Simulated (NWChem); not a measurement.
All runs are NWChem calculations. System: N₂ (+1), charge 1, spin multiplicity 2, at a geometry optimised with UB3LYP/def2-SVP. The structure started from a generated list of species. Its SCF solution wasn't tested for a lower state. Level: G0W0@UCAM-B3LYP/def2-TZVP, RI basis def2-tzvp-rifit.

The NWChem input:

```
start mol
memory heap 200 mb stack 700 mb global 1700 mb
charge 1
geometry units angstroms nocenter noautoz
  N      0.000000     0.000000     0.556627
  N      0.000000     0.000000    -0.556627
  symmetry group D2h
end
basis spherical
  * library def2-tzvp
end
basis "ri basis" bse spherical
  * library def2-tzvp-rifit
end
dft
  xc xcamb88 1.00 lyp 0.81 vwn_5 0.19 hfexch 1.00
  cam 0.33 cam_alpha 0.19 cam_beta 0.46
  odft
  mult 2
  direct
  iterations 100
  tolerances tight
end
task dft energy
gw
  states alpha occ 4 vir 2
  states beta occ 4 vir 2
end
task dft gw
```

NWChem printed:

```
             Northwest Computational Chemistry Package (NWChem) 7.3.0
             --------------------------------------------------------

                                NWChem Input Module
                                -------------------

 Scaling coordinates for geometry "geometry" by  1.889725989
 (inverse scale =  0.529177249)

 Turning off AUTOSYM since
 SYMMETRY directive was detected!

                             Geometry "geometry" -> ""
                             -------------------------

 Output coordinates in angstroms (scale by  1.889725989 to convert to a.u.)

  No.       Tag          Charge          X              Y              Z
 ---- ---------------- ---------- -------------- -------------- --------------
    1 N                    7.0000     0.00000000     0.00000000     0.55662700
    2 N                    7.0000     0.00000000     0.00000000    -0.55662700

 Effective nuclear repulsion energy (a.u.)      23.2917961229

            Nuclear Dipole moment (a.u.)
            ----------------------------
        X                 Y               Z
 ---------------- ---------------- ----------------
     0.0000000000     0.0000000000     0.0000000000

      Symmetry information
      --------------------

 Group name             D2h
 Group number             26
 Group order               8
 No. of unique centers     1

      Symmetry unique atoms

     1


 Summary of "ao basis" -> "" (spherical)
 ------------------------------------------------------------------------------
       Tag                 Description            Shells   Functions and Types
 ---------------- ------------------------------  ------  ---------------------
 *                         def2-tzvp                  on all atoms

 new library libraries.bse/

 Summary of "ri basis" -> "" (spherical)
 ------------------------------------------------------------------------------
       Tag                 Description            Shells   Functions and Types
 ---------------- ------------------------------  ------  ---------------------
 *                      def2-tzvp-rifit               on all atoms

                                 NWChem DFT Module
                                 -----------------

 Summary of "ao basis" -> "ao basis" (spherical)
 ------------------------------------------------------------------------------
       Tag                 Description            Shells   Functions and Types
 ---------------- ------------------------------  ------  ---------------------
 N                         def2-tzvp                11       31   5s3p2d1f

 Summary of "ao basis" -> "ao basis" (spherical)
 ------------------------------------------------------------------------------
       Tag                 Description            Shells   Functions and Types
 ---------------- ------------------------------  ------  ---------------------
 N                         def2-tzvp                11       31   5s3p2d1f

      Symmetry analysis of basis
      --------------------------

        ag         14
        au          3
        b1g         3
        b1u        14
        b2g         7
        b2u         7
        b3g         7
        b3u         7

  int_init: cando_txs set to always be  F

            General Information
            -------------------
          SCF calculation type: DFT
          Wavefunction type:  spin polarized.
          No. of atoms     :     2
          No. of electrons :    13
           Alpha electrons :     7
            Beta electrons :     6
          Charge           :     1
          Spin multiplicity:     2
          Use of symmetry is: on ; symmetry adaption is: on
          Maximum number of iterations: 100
          This is a Direct SCF calculation.
          AO basis - number of functions:    62
                     number of shells:    22
          Convergence on energy requested:  1.00D-06
          Convergence on density requested:  1.00D-05
          Convergence on gradient requested:  5.00D-04

              XC Information
              --------------
                     Hartree-Fock (Exact) Exchange  1.000
                   CAM-Becke88 Exchange Functional  1.000
                      VWN V Correlation Functional  0.190 local
              Lee-Yang-Parr Correlation Functional  0.810

           Range-Separation Parameters
           ---------------------------
           Alpha           :  0.19
           Beta            :  0.46
           Gamma           :  0.33
           Short-Range HF  :     F

             Grid Information
             ----------------
          Grid used for XC integration:  medium
          Radial quadrature: Mura-Knowles
          Angular quadrature: Lebedev.
          Tag              B.-S. Rad. Rad. Pts. Rad. Cut. Ang. Pts.
          ---              ---------- --------- --------- ---------
          N                   0.65       49           6.0       434
          Grid pruning is: on
          Number of quadrature shells:    49
          Spatial weights used:  Erf1

          Convergence Information
          -----------------------
          Convergence aids based upon iterative change in
          total energy or number of iterations.
          Levelshifting, if invoked, occurs when the
          HOMO/LUMO gap drops below (HL_TOL):  1.00D-02
          DIIS, if invoked, will attempt to extrapolate
          using up to (NFOCK): 10 stored Fock matrices.

                    Damping( 0%)  Levelshifting(0.5)       DIIS
                  --------------- ------------------- ---------------
          dE  on:    start            ASAP                start
[...]
  ----- ------------  ---------------      ----- ------------  ---------------
     4      1.210923  1 N  s                 35      1.210923  2 N  s
     5     -1.195353  1 N  s                 36     -1.195353  2 N  s
    11      0.120761  1 N  pz                42     -0.120761  2 N  pz
     2     -0.078702  1 N  s                 14      0.078800  1 N  pz
    33     -0.078702  2 N  s                 45     -0.078800  2 N  pz

                     DFT Final Beta Molecular Orbital Analysis
                     -----------------------------------------

 Vector    4  Occ=1.000000D+00  E=-9.848754D-01  Symmetry=b1u
              MO Center=  2.6D-18,  1.1D-18, -4.1D-17, r^2= 1.2D+00
   Bfn.  Coefficient  Atom+Function         Bfn.  Coefficient  Atom+Function
  ----- ------------  ---------------      ----- ------------  ---------------
     4      0.444215  1 N  s                 35     -0.444215  2 N  s
     3      0.286367  1 N  s                 34     -0.286367  2 N  s
     5      0.205600  1 N  s                 36     -0.205600  2 N  s
     2     -0.173928  1 N  s                 33      0.173928  2 N  s
     8      0.141681  1 N  pz                39      0.141681  2 N  pz

 Vector    5  Occ=1.000000D+00  E=-9.368898D-01  Symmetry=b3u
              MO Center=  1.4D-33,  2.3D-33, -6.0D-17, r^2= 8.1D-01
   Bfn.  Coefficient  Atom+Function         Bfn.  Coefficient  Atom+Function
  ----- ------------  ---------------      ----- ------------  ---------------
     6      0.347921  1 N  px                37      0.347921  2 N  px
     9      0.275065  1 N  px                40      0.275065  2 N  px
    12      0.087327  1 N  px                43      0.087327  2 N  px
    23      0.034961  1 N  d  1              54     -0.034961  2 N  d  1

 Vector    6  Occ=1.000000D+00  E=-9.368898D-01  Symmetry=b2u
              MO Center=  7.4D-34, -1.8D-32, -1.3D-16, r^2= 8.1D-01
   Bfn.  Coefficient  Atom+Function         Bfn.  Coefficient  Atom+Function
  ----- ------------  ---------------      ----- ------------  ---------------
     7      0.347921  1 N  py                38      0.347921  2 N  py
    10      0.275065  1 N  py                41      0.275065  2 N  py
    13      0.087327  1 N  py                44      0.087327  2 N  py
    21     -0.034961  1 N  d -1              52      0.034961  2 N  d -1

 Vector    7  Occ=0.000000D+00  E=-6.674163D-01  Symmetry=ag
              MO Center= -1.9D-17, -2.0D-17, -9.5D-17, r^2= 1.3D+00
   Bfn.  Coefficient  Atom+Function         Bfn.  Coefficient  Atom+Function
  ----- ------------  ---------------      ----- ------------  ---------------
     8      0.351501  1 N  pz                39     -0.351501  2 N  pz
    11      0.239587  1 N  pz                42     -0.239587  2 N  pz
     4      0.183989  1 N  s                 35      0.183989  2 N  s
     5      0.172901  1 N  s                 36      0.172901  2 N  s
    14      0.093771  1 N  pz                45     -0.093771  2 N  pz

 Vector    8  Occ=0.000000D+00  E=-3.667207D-01  Symmetry=b3g
              MO Center=  5.0D-33, -1.6D-18,  7.4D-17, r^2= 1.2D+00
   Bfn.  Coefficient  Atom+Function         Bfn.  Coefficient  Atom+Function
  ----- ------------  ---------------      ----- ------------  ---------------
     7      0.392720  1 N  py                38     -0.392720  2 N  py
    10      0.352066  1 N  py                13      0.350751  1 N  py
    41     -0.352066  2 N  py                44     -0.350751  2 N  py

 Vector    9  Occ=0.000000D+00  E=-3.667207D-01  Symmetry=b2g
              MO Center= -5.0D-18,  6.5D-33,  6.2D-17, r^2= 1.2D+00
   Bfn.  Coefficient  Atom+Function         Bfn.  Coefficient  Atom+Function
  ----- ------------  ---------------      ----- ------------  ---------------
     6      0.392720  1 N  px                37     -0.392720  2 N  px
     9      0.352066  1 N  px                12      0.350751  1 N  px
    40     -0.352066  2 N  px                43     -0.350751  2 N  px

   alpha - beta orbital overlaps
   -----------------------------

   alpha      1      2      3      4      5      6      7      8      9     10
    beta      1      2      3      4      7      5      6      9      8     10
 overlap   1.000  1.000  1.000  0.998  0.998  1.000  1.000  1.000  1.000  0.997

   alpha     11     12     13     14     15     16     17     18     19     20
    beta     11     12     13     14     16     15     17     18     19     20
 overlap   1.000  1.000  1.000  0.998  1.000  1.000  0.990  0.990  1.000  1.000

   alpha     21     22     23     24     25     26     27     28     29     30
    beta     22     21     23     24     25     26     27     28     29     30
 overlap   1.000  1.000  1.000  1.000  1.000  1.000  1.000  0.999  0.999  1.000

   alpha     31     32     33     34     35     36     37     38     39     40
    beta     31     32     33     34     35     36     37     38     40     39
 overlap   1.000  0.999  1.000  1.000  1.000  1.000  1.000  1.000  1.000  1.000

   alpha     41     42     43     44     45     46     47     48     49     50
    beta     42     41     45     43     44     46     47     48     49     51
 overlap   1.000  1.000  1.000  1.000  1.000  1.000  1.000  0.999  0.999  1.000

   alpha     51     52     53     54     55     56     57     58     59     60
    beta     50     54     52     53     56     55     57     59     58     60
 overlap   1.000  1.000  0.999  0.999  1.000  1.000  1.000  1.000  1.000  1.000

   alpha     61     62
    beta     61     62
 overlap   1.000  1.000

     --------------------------
     Expectation value of S2:
     --------------------------
      <S2> =      0.7546 (Exact =     0.7500)

 center of mass
 --------------
 x =   0.00000000 y =   0.00000000 z =   0.00000000

 moments of inertia (a.u.)
 ------------------
          30.986995152947           0.000000000000           0.000000000000
           0.000000000000          30.986995152947           0.000000000000
           0.000000000000           0.000000000000           0.000000000000

     Multipole analysis of the density
     ---------------------------------

     L   x y z        total         alpha         beta         nuclear
     -   - - -        -----         -----         ----         -------
     0   0 0 0      1.000000     -7.000000     -6.000000     14.000000

     1   1 0 0     -0.000000     -0.000000     -0.000000      0.000000
     1   0 1 0     -0.000000     -0.000000      0.000000      0.000000
     1   0 0 1     -0.000000     -0.000000      0.000000      0.000000

     2   2 0 0     -6.188147     -3.286760     -2.901386      0.000000
     2   1 1 0     -0.000000     -0.000000     -0.000000      0.000000
     2   1 0 1      0.000000      0.000000     -0.000000      0.000000
     2   0 2 0     -6.188147     -3.286760     -2.901386      0.000000
     2   0 1 1      0.000000      0.000000     -0.000000      0.000000
     2   0 0 2     -4.354208    -11.628062     -8.216247     15.490101

 Task  times  cpu:        3.8s     wall:        3.8s

                                NWChem Input Module
                                -------------------

                                 NWChem GW Module
                                 ----------------

                             ***********************
                             ***        GW       ***
                             ***********************

 Summary of "ri basis" -> "ri basis" (spherical)
 ------------------------------------------------------------------------------
       Tag                 Description            Shells   Functions and Types
 ---------------- ------------------------------  ------  ---------------------
 N                      def2-tzvp-rifit             22       76   8s6p4d3f1g

  int_init: cando_txs set to always be  F
  int_init: cando_txs set to always be  F

                 Memory Information
                 ------------------
          Available GA per process is          1699.9 MBs
          Available stack per process is        700.0 MBs
          Available heap per process is           0.0 MBs

          Peak memory in Initialization
              Peak GA per process is                  1.5 MBs
              Peak stack per process is               0.0 MBs
              Peak heap per process is                1.5 MBs
              Memory not in MA per process            0.0 MBs

          Peak memory in AFF Calculation
              Peak GA per process is                  6.0 MBs
              Peak stack per process is               4.0 MBs
              Peak heap per process is                0.0 MBs
              Memory not in MA per process            4.0 MBs

          Computing 2-center integrals
          Computing Inverse Cholesky factor
          Computing 3-center integrals
          Computing V_xc ...

          Computing Sigma_x
          Computing RPA polarizability
          Solving quasiparticle equations

                  Alpha Orbitals
          State     Energy (eV)     Error (eV)
          -----------------------------------
@GW         4        -31.166           0.003
@GW         5        -28.288           0.004
@GW         6        -28.377           0.002
@GW         7        -28.377           0.002
@GW         8         -7.906           0.002
@GW         9         -7.906           0.002

                   Beta Orbitals
          State     Energy (eV)     Error (eV)
          -----------------------------------
@GW         3        -44.613           0.005
@GW         4        -29.255           0.002
@GW         5        -27.990           0.002
@GW         6        -27.990           0.002
@GW         7        -15.538           0.002
@GW         8         -7.239           0.002

   Applying  -2.5058 eV scissor-shift to rest of particle states

   Applying   2.7015 eV scissor-shift to rest of hole states

   Applying  -2.4955 eV scissor-shift to rest of particle states

   Applying   2.6230 eV scissor-shift to rest of hole states

     GW Timing Statistics
   ------------------------
   Init.   :          0.0s
     ERIs  :          0.1s
     Distr.:          0.0s
     Vxc   :          0.4s
   Sigma_x :          0.0s
   RPA     :          0.1s
   Wmn     :          0.0s
   Sigma_c :          0.0s
   GW total:          0.7s

 Task  times  cpu:        0.7s     wall:        0.7s

 Total times  cpu:        4.5s     wall:        4.5s
```
